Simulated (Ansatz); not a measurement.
Compare A (`CC1(F)OCO1`) with its isomer B (`CC(O)(F)C=O`).

Computed with Ansatz on PBE0-D4/def2-TZVP structures; ΔE is electronic, products minus reactants. CBS: MP2 limit from def2 TZ/QZ plus the TZ coupled-cluster correction, frozen cores. DFT in def2-TZVPP. B3LYP here is the variant with VWN-RPA as its local correlation; programs differ in this. Each species was taken in one conformer, which may not be the lowest.

Problem. Which isomer does CCSD(T)/CBS put lower? Give the gap. (Estimate.)

Solution. Ansatz gave: B, by 59.4 kJ/mol.

Problem. Give E(B) − E(A) in kJ/mol with ωB97M-V, B2PLYP, CCSD(T)/def2-TZVPP, B3LYP-D4, r2SCAN-D4, PBE0-D4, B3LYP. (An estimate is asked.)

Solution. The calculation gave: ωB97M-V -53.1, B2PLYP -64.4, CCSD(T)/def2-TZVPP -57.0, B3LYP-D4 -65.7, r2SCAN-D4 -55.5, PBE0-D4 -46.7, B3LYP -65.1. None reverses the order clearly.

Largest T1 diagnostic: 0.014.

From PBE to PBE0 (25 % exact exchange), in def2-TZVPP and without D4, E(B) − E(A) moves by +10.8 kJ/mol. In def2-TZVPP, CCSD(T) changes the Hartree–Fock value by −4.9 kJ/mol (the triples alone add −2.6 kJ/mol) and MP2 by −6.5 kJ/mol.
